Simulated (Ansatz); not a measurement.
# C7H16: taking an electron away

The task here is to estimate one member of a computed series from the others.

Program: Ansatz 0.2.0, Gaussian basis. Level of theory: unrestricted cation, the program's frozen cores in correlated methods. These are calculated values, not measurements.

Plan: UKS PBE-D4/def2-TZVPP; UKS r2SCAN-D4/def2-TZVPP; UKS PBE0-D4/def2-TZVPP; UKS B3LYP-D4/def2-TZVPP; UKS wB97X-V/def2-TZVPP; UKS wB97M-V/def2-TZVPP; UKS B2PLYP/def2-TZVPP; UHF-MP2/def2-TZVPP; UHF-MP2/def2-QZVPP; then −ε(HOMO) from the neutral's earlier runs with LDA (SPW92), PBE-D4, revPBE-D4, BLYP-D4, r2SCAN-D4, B97M-V, PBE0-D4, B3LYP-D4, r2SCANh-D4, r2SCAN0-D4, HSE06-D4, BHLYP-D4, CAM-B3LYP-D4, LC-ωPBE, ωB97X-V, ωB97M-V.

1 further run of the same task is left out (it didn't finish).

## The geometry

The geometry comes from an earlier relaxation with PBE0-D4 in a triple-zeta def2 set; it is a stationary point, not always the lowest conformer.

SMILES `CCC(C)(C)CC`, 23 atoms, charge 0, spin multiplicity 1.

Atoms are counted from 1 here; the program's logs count them from 0.

Bond lengths: C1–C2 1.520 Å, C1–H8 1.092 Å, C1–H9 1.092 Å, C1–H10 1.093 Å, C2–C3 1.536 Å, C2–H11 1.095 Å, C2–H12 1.096 Å, C3–C4 1.527 Å, C3–C5 1.527 Å, C3–C6 1.536 Å, C4–H13 1.093 Å, C4–H14 1.094 Å, C4–H15 1.094 Å, C5–H16 1.094 Å, C5–H17 1.093 Å, C5–H18 1.094 Å, C6–C7 1.520 Å, C6–H19 1.095 Å and more. Angles: C2–C1–H8 112.0°, C2–C1–H9 110.5°, C2–C1–H10 111.9°, H8–C1–H9 107.3°, H8–C1–H10 107.6°, H9–C1–H10 107.3°, C1–C2–C3 116.2°, C1–C2–H11 109.1°, C1–C2–H12 109.2°, C3–C2–H11 108.6°, C3–C2–H12 107.6°, H11–C2–H12 105.6°, C2–C3–C4 108.1°, C2–C3–C5 110.2°, C2–C3–C6 111.9°, C4–C3–C5 108.3°, C4–C3–C6 110.2°, C5–C3–C6 108.1° and more.

Set-up of the first run:

Input file in.yaml:

```yaml
crystal:
  periodic: [false, false, false]
  atoms:
    - {symbol: C, position_ang: [-0.718303, 1.219772, 1.717439]}
    - {symbol: C, position_ang: [0.483690, 0.530542, 1.093610]}
    - {symbol: C, position_ang: [0.360121, 0.166094, -0.393763]}
    - {symbol: C, position_ang: [1.632355, -0.569324, -0.808816]}
    - {symbol: C, position_ang: [0.240141, 1.432236, -1.238841]}
    - {symbol: C, position_ang: [-0.872350, -0.709015, -0.668442]}
    - {symbol: C, position_ang: [-0.970561, -1.998591, 0.129275]}
    - {symbol: H, position_ang: [-0.961885, 2.155816, 1.209740]}
    - {symbol: H, position_ang: [-0.521485, 1.460128, 2.764789]}
    - {symbol: H, position_ang: [-1.609502, 0.588010, 1.691734]}
    - {symbol: H, position_ang: [0.708892, -0.379755, 1.659694]}
    - {symbol: H, position_ang: [1.365430, 1.172468, 1.206054]}
    - {symbol: H, position_ang: [1.794779, -1.469294, -0.210875]}
    - {symbol: H, position_ang: [2.508051, 0.072867, -0.678634]}
    - {symbol: H, position_ang: [1.589006, -0.865923, -1.860847]}
    - {symbol: H, position_ang: [1.089770, 2.099890, -1.068616]}
    - {symbol: H, position_ang: [-0.674558, 1.985864, -1.013674]}
    - {symbol: H, position_ang: [0.218776, 1.183656, -2.303714]}
    - {symbol: H, position_ang: [-1.772860, -0.110150, -0.494501]}
    - {symbol: H, position_ang: [-0.879216, -0.946317, -1.738869]}
    - {symbol: H, position_ang: [-1.035030, -1.809717, 1.203614]}
    - {symbol: H, position_ang: [-1.864337, -2.558445, -0.155633]}
    - {symbol: H, position_ang: [-0.110925, -2.650802, -0.040736]}
basis:
  gaussian: {orbitals: def2-TZVPP}
total_charge: 1
magnetization: {spin_polarized: true, initial_magnetization: 1}
hamiltonian: {xc: pbe, dispersion: d4}
```

Among the steps run: Cation, UKS PBE-D4/def2-TZVPP; Cation, UKS r2SCAN-D4/def2-TZVPP; Cation, UKS PBE0-D4/def2-TZVPP; Cation, UKS B3LYP-D4/def2-TZVPP; Cation, UKS wB97X-V/def2-TZVPP; Cation, UKS wB97M-V/def2-TZVPP; Cation, UKS B2PLYP (frozen core)/def2-TZVPP; Cation, UHF-MP2/def2-TZVPP; Cation, UHF-MP2/def2-QZVPP.

One of the session's tables, all rows but one given; the rest of the session is left out.

For comparison, −ε(HOMO) of the neutral from earlier runs:

| functional | −ε(HOMO) (eV) |
| --- | --- |
| LDA (SPW92) | 7.24 |
| PBE-D4 | 7.16 |
| revPBE-D4 | ? |
| BLYP-D4 | 7.09 |
| r2SCAN-D4 | 7.41 |
| B97M-V | 7.58 |
| PBE0-D4 | 8.48 |
| B3LYP-D4 | 8.30 |
| r2SCANh-D4 | 7.90 |
| r2SCAN0-D4 | 8.64 |
| HSE06-D4 | 8.08 |
| BHLYP-D4 | 9.77 |
| CAM-B3LYP-D4 | 9.89 |
| LC-ωPBE | 11.19 |
| ωB97X-V | 10.88 |
| ωB97M-V | 10.77 |

**Question.** Estimate the row for revPBE-D4.

**Answer.** −ε(HOMO) (eV): 7.12. In the column «−ε(HOMO) (eV)» it lies between BLYP-D4 (7.09) and PBE-D4 (7.16).
